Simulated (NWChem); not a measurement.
System: C4H6; SMILES C(#CC)C

Computed with NWChem. Coordinates come from a PBE0/def2-SVP optimisation. Level: PBE0/def2-SVP with SMD, gas-phase geometry; reactions with the solvents are ignored.

```json
[
 {"SMD term (kcal/mol)": "distortion of the solute's density", "water": "0.71", "toluene": "0.21"},
 {"SMD term (kcal/mol)": "polarisation", "water": "-4.82", "toluene": "-2.46"},
 {"SMD term (kcal/mol)": "cavity, dispersion and structure", "water": "3.32", "toluene": "-1.96"}
]
```

Sum the solvation free energies, find the transfer free energy from water to toluene and the partition coefficient at 298.15 K.


1. ΔG(solv, water) = -0.79 kcal/mol and ΔG(solv, toluene) = -4.21 kcal/mol (1 M gas to 1 M solution).
2. Transfer: -4.21 − (-0.79) = -3.42 kcal/mol.
3. log₁₀ K(toluene/water) = −ΔG/(RT ln 10) = 3.42/1.364 = 2.5, so the model puts more of the solute in toluene.
4. Of the transfer energy, 1.86 kcal/mol is electrostatic and -5.28 comes from the non-electrostatic term. The two phases are taken as the pure solvents.
